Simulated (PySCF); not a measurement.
Potential energy of SO along the bond

Set-up: basis S def2-TZVPPD, O def2-TZVPPD; no relativity; PySCF 2.14. Energies in eV from S + O in their ground configurations at the same level. State: ³Σ⁻ (triplet), unpaired electrons π ↑↑.

All columns are PBE0. A positive dipole means S(−)O(+).

| R (Å) | E (eV) | μ (D) | Mulliken charge on S (basis-dependent) | HOMO (eV) | LUMO (eV) | Mayer bond order | ⟨S²⟩ |
| --- | --- | --- | --- | --- | --- | --- | --- |
| 1.275 | -3.687 | -0.80 | 0.17 | -6.73 | -2.32 | 1.98 | 2.01 |
| 1.335 | -4.698 | -1.05 | 0.22 | -7.01 | -2.60 | 1.95 | 2.01 |
| 1.394 | -5.250 | -1.26 | 0.25 | -7.28 | -2.88 | 1.93 | 2.01 |
| 1.438 | -5.442 | -1.39 | 0.26 | -7.48 | -3.08 | 1.91 | 2.01 |
| 1.483 | -5.491 | -1.50 | 0.26 | -7.67 | -3.28 | 1.91 | 2.01 |
| 1.528 | -5.431 | -1.60 | 0.26 | -7.86 | -3.47 | 1.90 | 2.01 |
| 1.587 | -5.223 | -1.70 | 0.25 | -8.09 | -3.72 | 1.90 | 2.01 |
| 1.661 | -4.823 | -1.80 | 0.24 | -8.36 | -4.00 | 1.91 | 2.01 |
| 1.750 | -4.221 | -1.88 | 0.23 | -8.64 | -4.31 | 1.92 | 2.02 |
| 1.869 | -3.324 | -1.93 | 0.23 | -8.94 | -4.68 | 1.93 | 2.02 |

A fit through these points gives, at Re = 1.479 Å, μ = -1.49 D and dμ/dR = -2.39 D/Å; the reduced mass is 10.66 u.

**Question.** How strong is the fundamental in the double-harmonic approximation, I = 42.26·(dμ/dR)²/μred km/mol?

**Answer.** I = 42.26·(-2.39)²/10.66 = 22.6 km/mol at PBE0.

The state is the lowest determinant that a PBE0 search found; another state may lie lower at other levels.
